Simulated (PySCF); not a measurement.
Question: Write Cartesian coordinates for `FC1=CS[CH+]S1` as optimised with PBE0-D3(BJ)/def2-SVP. (Charge +1.)

Answer: 
```xyz
8
C3H2FS2 angstrom
F      1.0676    1.3019    1.7144
C      0.4864    0.5979    0.8014
C      0.8996    0.4728   -0.4900
S     -0.0732   -0.5325   -1.4670
C     -1.1765   -0.9279   -0.2797
S     -0.9524   -0.2754    1.2453
H      1.7835    0.9624   -0.9073
H     -2.0218   -1.5923   -0.4896
```

Orientation and origin are arbitrary. Atoms count from 1 in this order. S6 (ring sulfur) is bent (angle 94.2°). The 6 heavy atoms lie in one plane (0.001 Å rms). C5 (aromatic CH next to a ring sulfur) is planar (angles 121.2°, 121.0° and 117.9°, sum 360.0°, 0.00 Å off the plane of its three neighbours). C3 (aromatic CH next to a ring sulfur) is planar (angles 124.5°, 120.4° and 115.1°, sum 360.0°, 0.00 Å off the plane of its three neighbours).

Bonds between heavy atoms (Å): F1–C2 1.291, C2–C3 1.362, C3–S4 1.706, S4–C5 1.668, C5–S6 1.674, C2–S6 1.741.

Level of theory: PySCF, PBE0-D3(BJ)/def2-SVP geometry optimisation, gas phase.

Point group: Cs (tolerance 0.08 Å). Whether it is a minimum is left open (no frequencies).

Hardware: one thread of an Arm Neoverse V1, no GPU (shared host). Cost: 30 s wall. These figures are those of the optimisation.
